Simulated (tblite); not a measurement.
Input of a run (GFN2-xTB geometry optimisation, gas phase (tblite 0.8.0)), started from a force field or distance geometry:
```
{"job": {"kind": "relax", "xc": "GFN2-xTB", "basis": "xTB"}, "charge": 0, "multiplicity": 1}
C     -1.536200    -1.250200    -0.070500
C     -0.322900    -0.337800     0.084800
C     -0.640500     1.130100    -0.079700
P      1.236000    -1.069200     0.440200
P      2.626200     0.583200     0.588800
H     -1.969700    -1.103100    -1.072200
H     -1.295100    -2.301000     0.054800
H     -2.290400    -0.964400     0.679200
H     -1.405700     1.411800     0.652700
H      0.199600     1.795700     0.043400
H     -1.065100     1.282200    -1.087300
H      2.627500     0.968900    -0.778300
H      3.831900    -0.145900     0.526400
```

Output (eV, eV/Å):
```
step      E/eV     max force
  0    -421.89829    2.004
  1    -421.98476    0.687
  2    -422.01566    0.598
  3    -422.03585    0.465
  4    -422.05442    0.373
  5    -422.06848    0.312
  6    -422.08185    0.313
  7    -422.08811    0.196
  8    -422.09151    0.177
  9    -422.09464    0.143
 10    -422.09851    0.201
 11    -422.10205    0.168
 12    -422.10412    0.081
 13    -422.10507    0.079
 14    -422.10577    0.080
 15    -422.10660    0.077
 16    -422.10745    0.090
 17    -422.10833    0.075
 18    -422.10935    0.103
 19    -422.11054    0.125
 20    -422.11165    0.106
 21    -422.11233    0.063
 22    -422.11267    0.038
 23    -422.11293    0.049
 24    -422.11324    0.067
 25    -422.11363    0.077
 26    -422.11404    0.065
 27    -422.11442    0.055
 28    -422.11482    0.069
 29    -422.11537    0.081
 30    -422.11612    0.107
 31    -422.11696    0.095
 32    -422.11769    0.063
 33    -422.11822    0.062
 34    -422.11865    0.069
 35    -422.11910    0.075
 36    -422.11944    0.048
 37    -422.11964    0.035
 38    -422.11978    0.036
 39    -422.11997    0.046
 40    -422.12021    0.045
 41    -422.12049    0.059
 42    -422.12078    0.064
 43    -422.12107    0.056
 44    -422.12134    0.068
 45    -422.12153    0.049
 46    -422.12164    0.035
 47    -422.12173    0.039
 48    -422.12187    0.049
 49    -422.12206    0.046
 50    -422.12226    0.044
 51    -422.12236    0.026
 52    -422.12241    0.016
 53    -422.12243    0.017
 54    -422.12246    0.017
 55    -422.12249    0.017
 56    -422.12252    0.012
 57    -422.12253    0.012
 58    -422.12256    0.015
 59    -422.12259    0.020
 60    -422.12263    0.020
 61    -422.12267    0.017
 62    -422.12270    0.014
 63    -422.12273    0.020
 64    -422.12279    0.027
 65    -422.12287    0.031
 66    -422.12296    0.021
 67    -422.12303    0.020
 68    -422.12307    0.018
 69    -422.12311    0.020
 70    -422.12315    0.021
 71    -422.12319    0.020
 72    -422.12324    0.020
 73    -422.12330    0.022
 74    -422.12339    0.028
 75    -422.12346    0.024
 76    -422.12349    0.010
 77    -422.12351    0.011
 78    -422.12352    0.012
 79    -422.12354    0.014
 80    -422.12356    0.013
 81    -422.12358    0.013
 82    -422.12360    0.012
 83    -422.12363    0.016
 84    -422.12368    0.023
 85    -422.12375    0.022
 86    -422.12382    0.017
 87    -422.12386    0.016
 88    -422.12389    0.015
 89    -422.12393    0.019
 90    -422.12396    0.016
 91    -422.12398    0.009
```

Q: Summarise the run.

A: The energy falls by 21.8 kJ/mol over 91 L-BFGS steps, the largest force on an atom goes from 2.00 to 0.009 eV/Å, and the atoms move by 0.197 Å rms after alignment. The bond that changes most is C2=P4 (ends: carbon bonded to 2 C and P; phosphorus bonded to C and P), which shortens by 0.071 Å. Bonds longer at the end by more than 0.005 Å: 1 of 12; shorter: 9. Among the angles that change most is P4–P5–H13, from 98.7° to 92.2°. Among the dihedrals that turn most is C2–P4–P5–H12, from -69° to -93°. The energy never rose by more than 1e-5 eV on the way. The first step brought 38 % of the lowering.

Q: What are the final bond lengths?

A: C1–C2 1.497 Å, C2–C3 1.493 Å, C2=P4 1.687 Å, P4–P5 2.168 Å, C1–H6 1.091 Å, C1–H7 1.087 Å, C1–H8 1.091 Å, C3–H9 1.090 Å, C3–H10 1.091 Å, C3–H11 1.092 Å, P5–H12 1.396 Å, P5–H13 1.392 Å. Numbering counts from 1 in the input's order; the species is `CC(C)=PP`.

Its GFN2-xTB frequencies are all real (lowest 60 cm⁻¹). One conformer, not necessarily the lowest.

The numbers are calculated, not measured.
